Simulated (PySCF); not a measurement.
# AlH₃: PBE0 against B3LYP

Base calculation in PySCF with density fitting and no spin–orbit coupling, PBE0/def2-TZVP (no relativity): singlet, D3h, Al–H 1.586 Å (×3); wavenumbers 703, 788 (×2), 1925, 1934 (×2) cm⁻¹; gap between the highest occupied and lowest empty levels 6.83 eV, polar-tensor charge of Al 1.08 e, atomisation energy (no zero-point energy) 858 kJ/mol.

What changes on going to B3LYP/def2-TZVP (no relativity)?

The point group stays the same. Changes: mean bond to Al -0.006 Å, highest wavenumber +6 cm⁻¹, lowest wavenumber +7 cm⁻¹, gap between the highest occupied and lowest empty levels -0.40 eV, polar-tensor charge of Al +0.02 e, atomisation energy (no zero-point energy) +31 kJ/mol. The new structure has Al–H 1.580 Å (×3), with wavenumbers 710, 801 (×2), 1931, 1940 (×2) cm⁻¹.

The structures come from searches over a few start shapes, so lower isomers are not excluded.
